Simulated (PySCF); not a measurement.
Molecule: SMILES [BH3-][PH3+], BH$_{6}$P.

Geometry:
```csv
atom,x (Å),y (Å),z (Å)
B1,-1.145,-0.062,-0.019
P2,0.773,0.043,0.010
H3,-1.495,0.827,0.741
H4,-1.428,0.132,-1.190
H5,-1.380,-1.191,0.379
H6,1.434,-0.141,1.250
H7,1.505,-0.873,-0.785
H8,1.382,1.253,-0.404
```

Geometry PBE0-D3(BJ)/def2-SVP throughout; GIAO in PySCF 2.14, gas phase, one conformer, non-relativistic; equivalent atoms averaged; functional PBE0.

(1) How do the shifts δ (against BF3·OEt2, H3PO4, TMS at the same level) depend on the basis set? (ppm; last column core-seconds on 1 thread of an Intel Xeon 6975P-C, shared host)

(2) Which nucleus moves most, in ppm?

(3) Taking the largest basis, cc-pVTZ (148 functions), as the yardstick, rank the others by their worst heavy-atom deviation.

Results:

(1) 
```tsv
basis set	functions	B1	P2	H6/H7/H8	H3/H4/H5	core-s
pcSseg-0	34	-49.7	-286.7	3.41	1.83	1.1
cc-pVDZ	62	-46.4	-132.2	4.06	1.07	2
aug-cc-pVDZ	104	-47.4	-149.3	4.26	1.14	3.4
IGLO-III	139	-51.4	-137.0	4.34	1.06	4.5
cc-pVTZ	148	-51.7	-141.7	4.25	1.02	4.9
```

(2) P2 (phosphorus bonded to B, 3 H): from -286.7 ppm with pcSseg-0 to -132.2 ppm with cc-pVDZ. The smallest spread is 0.81 ppm, at H3/H4/H5.

(3) IGLO-III 4.7 ppm (139 functions), aug-cc-pVDZ 7.5 ppm (104 functions), cc-pVDZ 9.6 ppm (62 functions), pcSseg-0 145.0 ppm (34 functions).

A small basis that lands close on one nucleus may do so by chance; judge by the trend and by all nuclei.
